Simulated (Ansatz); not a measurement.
**AlCl₃ (singlet): wave-function methods side by side, cc-pV(T+d)Z**

Aim: climb from Hartree-Fock through coupled cluster for AlCl₃ (singlet) at one geometry and basis, and see what each rung misses.

Program: Ansatz 0.2.0, Gaussian basis. Level of theory: cc-pV(T+d)Z, core rule «outside noble gas», up to 20 orbitals frozen. These are calculated values, not measurements.

The runs, in order: UHF; CCSD(T) on RHF; CCSDT(Q) on RHF.

2 further runs of the same task are left out: 2 set aside as unsound or not needed.

### Step 1. The system

The geometry is an MP2(full)/6-31G* stationary point (not a proven minimum).

4 atoms, charge 0, spin multiplicity 1.

Atoms are counted from 1 here; the program's logs count them from 0.

Bond lengths: Al1–Cl2 2.069 Å, Al1–Cl3 2.069 Å, Al1–Cl4 2.069 Å. Angles: Cl2–Al1–Cl3 120.0°, Cl2–Al1–Cl4 120.0°, Cl3–Al1–Cl4 120.0°.

Geometry (Å):

```
Al    0.0000    0.0000    0.0000
Cl    0.0000    2.0690    0.0000
Cl    1.7918   -1.0345    0.0000
Cl   -1.7918   -1.0345    0.0000
```

### Step 2. UHF

Input file in.yaml:

```yaml
crystal:
  periodic: [false, false, false]
  atoms:
    - {symbol: Al, position_ang: [0.000000, 0.000000, 0.000000]}
    - {symbol: Cl, position_ang: [0.000000, 2.069041, 0.000000]}
    - {symbol: Cl, position_ang: [1.791842, -1.034520, 0.000000]}
    - {symbol: Cl, position_ang: [-1.791842, -1.034520, 0.000000]}
basis:
  gaussian: {orbitals: "cc-pV(T+d)Z.json"}
magnetization: {spin_polarized: true, initial_magnetization: 0}
hamiltonian: {xc: hf}
output: {orbitals: {seedname: orbitals}}
```

The run is started by

```
$ ansatz run in.yaml --threads 1 --pin off --events-out ev --progress --plain --max-ram 3328MiB --backend cpu
```

The runs that follow: CCSD(T) on RHF; CCSDT(Q) on RHF.

Before running them: what should the planned runs give, taken together? Wanted: RCCSDT(Q) below the RHF energy; RMP2 from RCCSDT(Q); RCCSD from RCCSDT(Q); RCCSD(T) from RCCSDT(Q); T1 diagnostic.

**Answer**, as computed:

```
                         quantity          value
   RCCSDT(Q) below the RHF energy    -19.2162 eV
              RMP2 from RCCSDT(Q)  +209.5 kJ/mol
             RCCSD from RCCSDT(Q)   +82.5 kJ/mol
          RCCSD(T) from RCCSDT(Q)    +7.2 kJ/mol
levels within 1 kcal/mol (43 meV)         RCCSDT
                    T1 diagnostic          0.008
```

What this shows: RCCSD(T) lands +7.2 kJ/mol from the yardstick (0.4 % of the correlation energy). These misses are within one basis, not against nature.
